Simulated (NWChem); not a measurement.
All runs are NWChem calculations. System: allene (C$_{3}$H$_{4}$), charge 0, spin multiplicity 1, at a geometry optimised with PBE0/def2-SVP. Level: B2PLYP/def2-TZVP, 3 core orbitals frozen.

The NWChem input:

```
start mol
memory heap 200 mb stack 800 mb global 1000 mb
geometry units angstroms nocenter noautoz
  C      0.000000     0.000000     1.307762
  C      0.000000     0.000000    -0.000000
  C      0.000000     0.000000    -1.307762
  H      0.000000    -0.936751     1.874880
  H      0.000000     0.936751     1.874880
  H      0.936751     0.000000    -1.874880
  H     -0.936751     0.000000    -1.874880
  symmetry group C2v
end
basis spherical
  * library def2-tzvp
end
dft
  xc hfexch 0.53 becke88 0.47 lyp 0.73 mp2 0.27
  dftmp2
  semidirect memsize 60000000 filesize 0
  iterations 100
end
mp2
  freeze core 3
end
task dft energy
```

Output (cleaned and shortened):

```
             Northwest Computational Chemistry Package (NWChem) 7.3.0
             --------------------------------------------------------

                                NWChem Input Module
                                -------------------

 Scaling coordinates for geometry "geometry" by  1.889725989
 (inverse scale =  0.529177249)

 Turning off AUTOSYM since
 SYMMETRY directive was detected!

                             Geometry "geometry" -> ""
                             -------------------------

 Output coordinates in angstroms (scale by  1.889725989 to convert to a.u.)

  No.       Tag          Charge          X              Y              Z
 ---- ---------------- ---------- -------------- -------------- --------------
    1 C                    6.0000     0.00000000     0.00000000     1.30776200
    2 C                    6.0000     0.00000000     0.00000000     0.00000000
    3 C                    6.0000     0.00000000     0.00000000    -1.30776200
    4 H                    1.0000     0.00000000    -0.93675100     1.87488000
    5 H                    1.0000     0.00000000     0.93675100     1.87488000
    6 H                    1.0000     0.93675100     0.00000000    -1.87488000
    7 H                    1.0000    -0.93675100     0.00000000    -1.87488000

 Effective nuclear repulsion energy (a.u.)      59.0007399211

            Nuclear Dipole moment (a.u.)
            ----------------------------
        X                 Y               Z
 ---------------- ---------------- ----------------
     0.0000000000     0.0000000000     0.0000000000

      Symmetry information
      --------------------

 Group name             C2v
 Group number             16
 Group order               4
 No. of unique centers     5

      Symmetry unique atoms

     1    2    3    4    6


 Summary of "ao basis" -> "" (spherical)
 ------------------------------------------------------------------------------
       Tag                 Description            Shells   Functions and Types
 ---------------- ------------------------------  ------  ---------------------
 *                         def2-tzvp                  on all atoms

  dft_input: which_mp2 not specified, using semidirect MP2 by default.

                                 NWChem DFT Module
                                 -----------------

 Summary of "ao basis" -> "ao basis" (spherical)
 ------------------------------------------------------------------------------
       Tag                 Description            Shells   Functions and Types
 ---------------- ------------------------------  ------  ---------------------
 C                         def2-tzvp                11       31   5s3p2d1f
 H                         def2-tzvp                 4        6   3s1p

 Summary of "ao basis" -> "ao basis" (spherical)
 ------------------------------------------------------------------------------
       Tag                 Description            Shells   Functions and Types
 ---------------- ------------------------------  ------  ---------------------
 C                         def2-tzvp                11       31   5s3p2d1f
 H                         def2-tzvp                 4        6   3s1p

      Symmetry analysis of basis
      --------------------------

        a1         52
        a2         11
        b1         27
        b2         27

            General Information
            -------------------
          SCF calculation type: DFT
          Wavefunction type:  closed shell.
          No. of atoms     :     7
          No. of electrons :    22
           Alpha electrons :    11
            Beta electrons :    11
          Charge           :     0
          Spin multiplicity:     1
          Use of symmetry is: on ; symmetry adaption is: on
          Maximum number of iterations: 100
          AO basis - number of functions:   117
                     number of shells:    49
          Convergence on energy requested:  1.00D-06
          Convergence on density requested:  1.00D-05
          Convergence on gradient requested:  5.00D-04

              XC Information
              --------------
                     Hartree-Fock (Exact) Exchange  0.530
                    Becke 1988 Exchange Functional  0.470
              Lee-Yang-Parr Correlation Functional  0.730

             Grid Information
             ----------------
          Grid used for XC integration:  medium
          Radial quadrature: Mura-Knowles
          Angular quadrature: Lebedev.
          Tag              B.-S. Rad. Rad. Pts. Rad. Cut. Ang. Pts.
          ---              ---------- --------- --------- ---------
          C                   0.70       49          10.0       434
          H                   0.35       45          11.0       434
          Grid pruning is: on
          Number of quadrature shells:   237
          Spatial weights used:  Erf1

          Convergence Information
          -----------------------
          Convergence aids based upon iterative change in
          total energy or number of iterations.
          Levelshifting, if invoked, occurs when the
          HOMO/LUMO gap drops below (HL_TOL):  1.00D-02
          DIIS, if invoked, will attempt to extrapolate
          using up to (NFOCK): 10 stored Fock matrices.

                    Damping( 0%)  Levelshifting(0.5)       DIIS
                  --------------- ------------------- ---------------
          dE  on:    start            ASAP                start
          dE off:    2 iters        100 iters           100 iters

      Screening Tolerance Information
      -------------------------------
[...]
------------------------------------------------------------
EAF file 0: "./mol.aoints.0" size=524288 bytes
------------------------------------------------------------
               write      read    awrite     aread      wait
               -----      ----    ------     -----      ----
     calls:        1         0         0         0         0
   data(b): 5.24e+05  0.00e+00  0.00e+00  0.00e+00
   time(s): 0.00e+00  0.00e+00  0.00e+00  0.00e+00  0.00e+00
rate(mb/s): 0.00e+00  0.00e+00
------------------------------------------------------------

 Grid integrated density:      21.999938549456
 Requested integration accuracy:   0.10E-05

   convergence    iter        energy       DeltaE   RMS-Dens  Diis-err    time
 ---------------- ----- ----------------- --------- --------- ---------  ------
 d= 0,ls=0.0,diis     1   -111.8408851769 -1.71D+02  1.89D+02  1.49D+01     1.7
 d= 0,ls=0.0,diis     2   -115.9675509415 -4.13D+00  1.22D-02  3.42D+00     2.0
 d= 0,ls=0.0,diis     3   -116.2111192477 -2.44D-01  6.22D-03  1.64D+00     2.2
 d= 0,ls=0.0,diis     4   -116.4276973567 -2.17D-01  1.03D-03  2.75D-02     2.4
 d= 0,ls=0.0,diis     5   -116.4309797108 -3.28D-03  3.17D-04  4.13D-03     2.7
  Resetting Diis
 d= 0,ls=0.0,diis     6   -116.4315361872 -5.56D-04  7.11D-05  1.97D-04     2.9
 d= 0,ls=0.0,diis     7   -116.4315600530 -2.39D-05  3.41D-05  1.48D-05     3.2
 d= 0,ls=0.0,diis     8   -116.4315606731 -6.20D-07  1.44D-05  1.68D-05     3.4
 d= 0,ls=0.0,diis     9   -116.4315626473 -1.97D-06  5.34D-06  1.45D-07     3.7
 d= 0,ls=0.0,diis    10   -116.4315626940 -4.67D-08  1.01D-06  2.23D-08     3.9

         Total DFT energy =     -116.431562693951
      One electron energy =     -271.948241244543
           Coulomb energy =      113.926022832189
    Exchange-Corr. energy =      -17.410084202726
 Nuclear repulsion energy =       59.000739921129

 Numeric. integr. density =       22.000006470543

     Total iterative time =      3.5s

                  Occupations of the irreducible representations
                  ----------------------------------------------

                     irrep           alpha         beta
                     --------     --------     --------
                     a1                7.0          7.0
                     a2                0.0          0.0
                     b1                2.0          2.0
                     b2                2.0          2.0

                       DFT Final Molecular Orbital Analysis
                       ------------------------------------

 Vector    9  Occ=2.000000D+00  E=-5.130180D-01  Symmetry=b1
              MO Center= -1.6D-15,  4.3D-17, -1.4D+00, r^2= 1.5D+00
   Bfn.  Coefficient  Atom+Function         Bfn.  Coefficient  Atom+Function
  ----- ------------  ---------------      ----- ------------  ---------------
    68      0.313116  3 C  px                71      0.222185  3 C  px
   107      0.199350  6 H  s                113     -0.199350  7 H  s
   106      0.134837  6 H  s                112     -0.134837  7 H  s
    37      0.127968  2 C  px                40      0.105011  2 C  px
    74      0.095323  3 C  px               108      0.060924  6 H  s

 Vector   10  Occ=2.000000D+00  E=-3.180382D-01  Symmetry=b1
              MO Center=  4.6D-15,  2.4D-16,  5.1D-01, r^2= 2.1D+00
   Bfn.  Coefficient  Atom+Function         Bfn.  Coefficient  Atom+Function
  ----- ------------  ---------------      ----- ------------  ---------------
     6      0.297865  1 C  px                 9      0.265546  1 C  px
    37      0.257696  2 C  px                40      0.230725  2 C  px
    12      0.186478  1 C  px                43      0.127911  2 C  px
   107     -0.103704  6 H  s                113      0.103704  7 H  s
    68     -0.087100  3 C  px               108     -0.081848  6 H  s

 Vector   11  Occ=2.000000D+00  E=-3.180364D-01  Symmetry=b2
              MO Center= -1.5D-20, -3.4D-16, -5.1D-01, r^2= 2.1D+00
   Bfn.  Coefficient  Atom+Function         Bfn.  Coefficient  Atom+Function
  ----- ------------  ---------------      ----- ------------  ---------------
    69      0.297869  3 C  py                72      0.265549  3 C  py
    38      0.257693  2 C  py                41      0.230723  2 C  py
    75      0.186483  3 C  py                44      0.127908  2 C  py
    95      0.103700  4 H  s                101     -0.103700  5 H  s
     7     -0.087094  1 C  py                96      0.081846  4 H  s

 Vector   12  Occ=0.000000D+00  E= 6.176854D-02  Symmetry=b1
              MO Center= -1.8D-14,  1.3D-16,  2.4D-01, r^2= 3.9D+00
   Bfn.  Coefficient  Atom+Function         Bfn.  Coefficient  Atom+Function
  ----- ------------  ---------------      ----- ------------  ---------------
    12      0.701260  1 C  px               108      0.696031  6 H  s
   114     -0.696031  7 H  s                 43     -0.576347  2 C  px
    37     -0.295898  2 C  px                74     -0.293822  3 C  px
    40     -0.259628  2 C  px                 6      0.243710  1 C  px
     9      0.187919  1 C  px                85      0.070169  3 C  d  1

 Vector   13  Occ=0.000000D+00  E= 6.177081D-02  Symmetry=b2
              MO Center= -2.7D-16, -6.5D-15, -2.4D-01, r^2= 3.9D+00
   Bfn.  Coefficient  Atom+Function         Bfn.  Coefficient  Atom+Function
  ----- ------------  ---------------      ----- ------------  ---------------
    75      0.701245  3 C  py                96     -0.696086  4 H  s
   102      0.696086  5 H  s                 44     -0.576328  2 C  py
    38     -0.295897  2 C  py                13     -0.293877  1 C  py
    41     -0.259627  2 C  py                69      0.243707  3 C  py
    72      0.187917  3 C  py                21      0.070172  1 C  d -1

 Vector   14  Occ=0.000000D+00  E= 1.038609D-01  Symmetry=a1
              MO Center=  1.4D-14,  1.1D-14,  3.4D-04, r^2= 8.0D+00
   Bfn.  Coefficient  Atom+Function         Bfn.  Coefficient  Atom+Function
  ----- ------------  ---------------      ----- ------------  ---------------
    35      1.962238  2 C  s                  5     -1.648352  1 C  s
    67     -1.648192  3 C  s                  4     -1.447431  1 C  s
    66     -1.447347  3 C  s                 96      1.183764  4 H  s
   102      1.183764  5 H  s                108      1.183512  6 H  s
   114      1.183512  7 H  s                 36      1.130029  2 C  s

 center of mass
 --------------
 x =   0.00000000 y =   0.00000000 z =   0.00000000

 moments of inertia (a.u.)
 ------------------
         203.498019678243           0.000000000000           0.000000000000
           0.000000000000         203.498019678243           0.000000000000
           0.000000000000           0.000000000000          12.632552763193

     Multipole analysis of the density
     ---------------------------------

     L   x y z        total         alpha         beta         nuclear
     -   - - -        -----         -----         ----         -------
     0   0 0 0     -0.000000    -11.000000    -11.000000     22.000000

     1   1 0 0     -0.000000     -0.000000     -0.000000      0.000000
     1   0 1 0      0.000000      0.000000      0.000000      0.000000
     1   0 0 1      0.000026      0.000013      0.000013      0.000000

     2   2 0 0    -14.651552    -10.459394    -10.459394      6.267235
     2   1 1 0     -0.000000     -0.000000     -0.000000      0.000000
     2   1 0 1      0.000000      0.000000      0.000000      0.000000
     2   0 2 0    -14.651539    -10.459387    -10.459387      6.267235
     2   0 1 1      0.000000      0.000000      0.000000      0.000000
     2   0 0 2    -11.642963    -67.571607    -67.571607    123.500251

                   NWChem MP2 Semi-direct Energy/Gradient Module
                   ---------------------------------------------

  Basis functions       =    117
  Molecular orbitals    =    117
  Frozen core           =      3
  Frozen virtuals       =      0
  Active alpha occupied =      8
  Active beta occupied  =      8
  Active alpha virtual  =    106
  Active beta virtual   =    106
  Use MO symmetry       = T
  Use skeleton AO sym   = T

  AO/Fock/Back tols     =   1.0D-09  1.0D-09  1.0D-09

 GA uses MA = F    GA memory limited = T

 Available:
  local mem=  3.28D+07
 global mem=  1.31D+08
 local disk=  0.00D+00
  mp2_memr nvloc                   106
  nvloc new                   106
   1 passes of   8:        4194304                      70308                  19735915.
   1 passes of   8: M     32841651           G      131044622           F      28647347.

 Semi-direct pass number   1 of   1  for RHF alpha+beta  at        4.0s
  vrange nnbf                  6837
  mp2_eaftype                    75  avail_ma_in_mb                   286
 EAF : mp2_eaftype filesize          75    9867958.
  mp2_eaf for mointskh                     75
Node 0 wrote     46.4 Mb in      0.0 s     Agg I/O rate:  2126.8 Mb/s
 Done moints_semi at        8.9s
  mp2_eaftype                    75  avail_ma_in_mb                   286
 EAF : mp2_eaftype filesize          75    9867958.
  mp2_eaf for kh                    75
 Done maket at        9.1s
 Done multipass loop at        9.1s

          -------------------------------------------
          DFT energy                    -116.431562693951
          Unscaled MP2 energy             -0.573589563410
          Total DFT+MP2 energy          -116.586431876072
          -------------------------------------------

 -----------------------
 Performance information
 -----------------------

 Timer overhead =  2.14D-07 seconds/call

               Nr. of calls         CPU time (s)                 Wall time (s)                GFlops
             ---------------    -------------------     ------------------------------   -------------------
Name         Min   Avg   Max    Min     Avg     Max     Min     Avg     Max   Mx/calls   Min     Max     Sum
mp2: moin     1     1     1    4.9     4.9     4.9      4.9     4.9     4.9     4.9      0.0     0.0     0.0
mp2: make     1     1     1   0.23    0.23    0.23     0.23    0.23    0.23    0.23      0.0     0.0     0.0
mp2: tota     1     1     1    5.2     5.2     5.2      5.2     5.2     5.2     5.2      0.0     0.0     0.0

 The average no. of pstat calls per process was 3.00D+00
 with a timing overhead of 6.42D-07s

 Task  times  cpu:        9.1s     wall:        9.1s

 Total times  cpu:        9.1s     wall:        9.1s
```
